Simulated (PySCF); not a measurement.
## A rate constant, worked out

An elementary step of C₂H₃N, singlet (C₂H₃N (CC#N) → C₂H₃N ([C][N][CH3]); C–C broken or loosened, C–N formed or tightened). The start structure is the reactant molecule, and the electronic barrier above it is 2.787 eV by CCSD(T) at an estimated basis limit (MP2 extrapolated from triple and quadruple zeta, plus CCSD(T) − MP2 in triple zeta). Program: PySCF 2.14 with density fitting (its default auxiliary sets; JK sets also for MP2 and CCSD(T)). Basis: def2-TZVPP and def2-QZVPP. Cores are frozen in the correlated methods. Extrapolation: Hartree–Fock as exp(−7.88 √X), correlation as X^−2.97. Harmonic wavenumbers (analytic Hessian with the translational sum rule) at PBE0-D4/def2-TZVP (PySCF 2.14 with density fitting (its default auxiliary sets; JK sets also for MP2 and CCSD(T))), in cm⁻¹:

Start: 390, 390, 951, 1053, 1053, 1401, 1465, 1465, 2392, 3070, 3151, 3151.

Saddle: 407i, 218, 649, 990, 993, 1321, 1460, 1465, 2032, 3100, 3192, 3239.

Question: Work out the transition-state-theory rate constant at 600 K from these numbers alone (harmonic vibrations; rotation, path degeneracy and anharmonicity left out), and the Wigner tunnelling factor. Use 1 cm⁻¹ = 1.2398 × 10⁻⁴ eV and k_B = 8.617 × 10⁻⁵ eV/K.

Answer: Zero-point energies, half the sums: start 19932/2 cm⁻¹ = 1.2356 eV; saddle, real modes only, 18659/2 cm⁻¹ = 1.1567 eV.
Barrier with zero-point energy: 2.787 + 1.1567 − 1.2356 = 2.7081 eV.
k_BT = 0.05170 eV, so the barrier is 52.38 k_BT.
Vibrational partition functions from the zero-point level, ln q = −Σ ln(1 − exp(−hν/k_BT)): start 1.372, saddle 1.443.
k = (k_BT/h) exp(ln q‡ − ln q) exp(−E0/k_BT), with log₁₀(k_BT/h in s⁻¹) = 13.10: log₁₀ k = 13.10 + (0.071 − 52.38)/2.3026 = -9.62, so k ≈ 2 × 10^(-10) s⁻¹.
Wigner factor: 1 + (hν‡/k_BT)²/24 = 1 + (0.98)²/24 = 1.04. A change of 1 kcal/mol (0.043 eV) in the barrier would change k by a factor of 2.3 at this temperature.

The T1 diagnostic stays at or below 0.019.

Labels in which every atom is bracketed show which atoms are joined, not bond orders.

For scale, one of the runs: CCSD(T)/def2-TZVPP, 135 basis functions, launched by `OMP_NUM_THREADS=4 python run.py`. The run took 57 s on 4 CPU threads of an Arm Neoverse V1 (shared host), with 0.71 GiB of host memory at its peak.
